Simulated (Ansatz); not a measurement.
## Basis-set limit of CH3B, triplet

```yaml
atoms:
  - { symbol: B, position_ang: [0.0000, 0.0504, 0.7398] }
  - { symbol: C, position_ang: [0.0000, -0.1015, -0.7490] }
  - { symbol: H, position_ang: [0.0000, 1.1489, 1.2274] }
  - { symbol: H, position_ang: [0.0000, -0.9087, 1.4552] }
  - { symbol: H, position_ang: [0.0000, 0.4289, -1.6923] }
```

Connectivity, by distances: BH2–CH.

Ansatz 0.2.0, UHF determinant, valence electrons correlated. Energies in eV.

```csv
set,X,functions,Hartree–Fock,MP2 correlation,CCSD(T) correlation,time
def2-TZVPP,3,104,-1747.4068,-5.6868,-6.7869,"3.2 s on 1 × NVIDIA H100 80GB HBM3 with 1 thread of AMD EPYC 7R13 Processor (Zen 3), with other jobs on the host"
def2-QZVPP,4,204,-1747.4882,-6.0786,-7.1168,5.5 s on 1 × NVIDIA H100 80GB HBM3 with 1 thread of AMD EPYC 7R13 Processor (Zen 3) (shared host)
```

Hartree–Fock is taken to follow E(X) = E∞ + A·exp(−7.88·√X), correlation E(X) = E∞ + B·X^−2.97.

Work out the CCSD(T) energy at the limit, and how far the shortcut misses it that extrapolates MP2 and adds CCSD(T) minus MP2 from the smaller set.

Hartree–Fock: E∞ = E4 + 0.1377·(E4 − E3) = -1747.4995. Correlation: E∞ = E4 + 0.7407·(E4 − E3) = -7.3613 for CCSD(T) and -6.3688 for MP2. The limit is -1754.8607 eV, 0.256 eV below def2-QZVPP. The shortcut gives a correlation energy of -6.3688 + (-1.1001) = -7.4688, 108 meV lower than the direct value.
